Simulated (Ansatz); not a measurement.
`F/C=C/F`, charge 0, multiplicity 1.

Question: Give a relaxed structure at PBE0-D4/def2-TZVP (Ansatz). (An estimate is asked.)

Answer: The calculation gave: 
```xyz
6

F    -0.335    0.684   -1.589
C     0.180   -0.086   -0.629
C    -0.180    0.085    0.629
F     0.335   -0.684    1.589
H     0.890   -0.826   -0.975
H    -0.890    0.827    0.975
```
Point group C2h.
